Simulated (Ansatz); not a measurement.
**OF (Oxygen monofluoride): UMP2/aug-cc-pVTZ**

What is the vertical electron affinity of OF (Oxygen monofluoride) at UMP2/aug-cc-pVTZ? 

The results are computed with Ansatz 0.2.0.

38 further runs of the same task are left out: 38 set aside as unsound or not needed.

## (1) Starting point

OF has 2 atoms, charge 0, and is taken as a doublet. SMILES: `[O]F`. Geometry: relaxed at PBE0-D4/def2-TZVP.

Bond lengths: O1–F2 1.330 Å.

## (2) The energy at UMP2/aug-cc-pVTZ

Input file input.yaml:

```yaml
crystal:
  periodic: [false, false, false]
  atoms:
    - {symbol: O, position_ang: [0.000000, 0.000000, -0.015950]}
    - {symbol: F, position_ang: [-0.000000, -0.000000, 1.314400]}
basis:
  gaussian:
    orbitals: aug-cc-pVTZ
magnetization:
  spin_polarized: true
  initial_magnetization: 1
correlation:
  method: mp2
  frozen_orbitals: {F: 1, O: 1}
accuracy: high
```

Command:

```
$ ansatz run input.yaml --threads 1 --pin off --max-ram 3480MiB --events-out events.jsonl --progress --plain --runs-dir runs
```

Output:

```text
Warning: RAYON_NUM_THREADS=1 ignored (pool sized by the plan → 1); use --threads N
Functional definition: HF
  name "HF"
  exchange = exact_x
  correlation = 0
1299 factors; integrals over basis functions are off by at most 3.4e-9 eV
mean field evaluation 1: about -4738.8406 eV, gradient 1.5e1 eV
mean field evaluation 2: about -4738.8411 eV, gradient 1.5e1 eV
mean field evaluation 4: about -4739.9722 eV, gradient 2.5e0 eV
mean field evaluation 8: about -4740.1167 eV, gradient 2.6e-1 eV
mean field evaluation 16: about -4736.1479 eV, gradient 1.8e1 eV
mean field -4740.12059153 eV, -174.1962187696 hartree, gradient 4.5e-8 eV, S^2 0.764058; 2 other end points of the search recorded, 0 dependent functions left out
2 core orbitals not correlated: weight in the atoms' cores, before any rotation towards them, 1.000 or more for the frozen orbitals, at most 0.000 for the correlated occupied ones
reference -4740.12059153 eV, -174.1962187696 hartree; 7, 6 occupied and 83, 84 virtual orbitals, 1299 factors
second order -12.44128976 eV of doubles, -0.00000000 eV of singles
Total energy: -4752.56188129 eV, -174.6534277352 hartree
```

It took 2.4 s on 1 thread of Arm Neoverse V1, shared host; peak memory 0.17 GiB.

## (3) The singlet anion

Input file run.yaml:

```yaml
crystal:
  periodic: [false, false, false]
  atoms:
    - {symbol: O, position_ang: [0.000000, 0.000000, -0.015950]}
    - {symbol: F, position_ang: [-0.000000, -0.000000, 1.314400]}
basis:
  gaussian: {orbitals: aug-cc-pVTZ}
total_charge: -1
accuracy: high
correlation: {method: mp2, frozen_orbitals: {F: 1, O: 1}}
```

Command:

```
$ ansatz run run.yaml --threads 1 --pin off --max-ram 3480MiB --events-out events.jsonl --progress --plain --runs-dir runs
```

Output:

```text
Warning: RAYON_NUM_THREADS=1 ignored (pool sized by the plan → 1); use --threads N
Functional definition: HF
  name "HF"
  exchange = exact_x
  correlation = 0
1299 factors; integrals over basis functions are off by at most 3.4e-9 eV
mean field evaluation 1: about -4736.8613 eV, gradient 4.7e1 eV
mean field evaluation 2: about -4736.8609 eV, gradient 4.8e1 eV
mean field evaluation 4: about -4740.4725 eV, gradient 3.4e0 eV
mean field evaluation 8: about -4740.5005 eV, gradient 5.5e-1 eV
mean field evaluation 16: about -4740.5019 eV, gradient 1.3e-8 eV
mean field -4740.50192881 eV, -174.2102326560 hartree, gradient 1.3e-8 eV, S^2 0.000000; 0 other end points of the search recorded, 0 dependent functions left out
2 core orbitals not correlated: weight in the atoms' cores, before any rotation towards them, 1.000 or more for the frozen orbitals, at most 0.000 for the correlated occupied ones
reference -4740.50192881 eV, -174.2102326560 hartree; 7, 7 occupied and 83, 83 virtual orbitals, 1299 factors
second order -14.03180844 eV of doubles, -0.00000000 eV of singles
Total energy: -4754.53373725 eV, -174.7258921051 hartree
```

Wall time 1.5 s (1 thread of Arm Neoverse V1, shared host); peak memory 0.15 GiB.

## (4) Outcome

Level: UMP2/aug-cc-pVTZ, 2 core orbitals frozen.

```
                                                  quantity          value
                                  doublet OF: total energy  -174.65343 Eh
   doublet OF: correlation energy (2 core orbitals frozen)     -457.2 mEh
             doublet OF: ⟨S²⟩ of the reference determinant          0.764
                               singlet anion: total energy  -174.72589 Eh
singlet anion: correlation energy (2 core orbitals frozen)     -515.7 mEh
         vertical electron affinity (to the singlet anion)       1.972 eV
```

At fixed nuclei the extra electron is bound by 1.97 eV (190 kJ/mol).
